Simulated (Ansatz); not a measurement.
## A ladder of methods for BSiH4 (SMILES [BH][SiH3])

BSiH4: 6 atoms, total charge 0, spin state doublet. SMILES: `[BH][SiH3]`. The coordinates come from a GFN2-xTB relaxation.

```xyz
6

B     0.9385   -0.8301    0.6514
Si   -0.2687    0.3784   -0.1983
H     1.2069   -1.9213    0.9296
H    -1.5115   -0.1384   -0.8202
H     0.3927    1.1027   -1.3009
H    -0.7579    1.4086    0.7384
```

Quantity: the vertical ionisation energy (to the singlet cation), in eV. The values are calculated.

| level | kind | program | value (eV) | less FCI/STO-3G | CPU time (all runs) |
| --- | --- | --- | --- | --- | --- |
| UHF/STO-3G | Hartree–Fock | Ansatz | 5.82 | +0.38 | 0.38 s |
| UPBE/STO-3G | GGA | Ansatz | 6.12 | +0.68 | 4.6 s |
| UB3LYP/STO-3G | global hybrid | Ansatz | 6.30 | +0.86 | 5.6 s |
| UBHLYP/STO-3G | global hybrid | Ansatz | 6.29 | +0.85 | 5 s |
| RPA@PBE/STO-3G | RPA | Ansatz | 5.32 | -0.12 | 7.5 s |
| UCCSD(T)/STO-3G | coupled cluster or CI | Ansatz | 5.45 | +0.01 | 0.57 s |
| UCCSD/STO-3G | coupled cluster or CI | Ansatz | 5.47 | +0.03 | 0.56 s |
| FCI/STO-3G | exact in the basis | Ansatz | 5.44 | 0.00 | 12 s |

FCI/STO-3G is exact within its basis and frozen core, so for wave-function methods in that basis the difference is their error; functionals converge differently with the basis, so for them it is only a difference. The values span 5.32 to 6.30 eV. All rows use very small basis sets, so even the best lies far from the true value. CPU times are rough (shared hosts, several kinds of processor): they show what a rung costs within a factor of a few.
